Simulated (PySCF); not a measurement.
**Working out the ionisation energy of B**

B [He] 2s2 2p1 (2P) → B⁺ [He] 2s2 (1S). Calculation: PySCF 2.14, in x2c-QZVPPall; the spin-free X2C one-electron Hamiltonian (Gaussian nucleus). Frozen: nothing. Energies in hartree (1 hartree = 27.21139 eV):

| part | B (lower) | B⁺ (upper) |
| --- | --- | --- |
| UHF | -24.539845 | -24.244372 |
| MP2 opposite-spin | -0.060844 | -0.054839 |
| MP2 same-spin | -0.004470 | -0.000688 |

Question: What does Hartree-Fock give?

Answer: (-24.244372) − (-24.539845) = 0.295473 hartree = 8.040 eV.

Question: What do MP2 and SCS-MP2 (6/5 opposite-spin, 1/3 same-spin) give?

Answer: The opposite-spin parts differ by 0.163 eV and the same-spin parts by 0.103 eV. MP2: 8.040 + (0.163) + (0.103) = 8.306 eV. SCS-MP2: 8.040 + 1.2 × (0.163) + (0.103)/3 = 8.270 eV.

Measured between the centres of the two terms (NIST): 8.297 eV, so MP2 (valence and next inner shell) is off by 0.009 eV.

What remains against the reference includes basis incompleteness and correlation beyond second order.
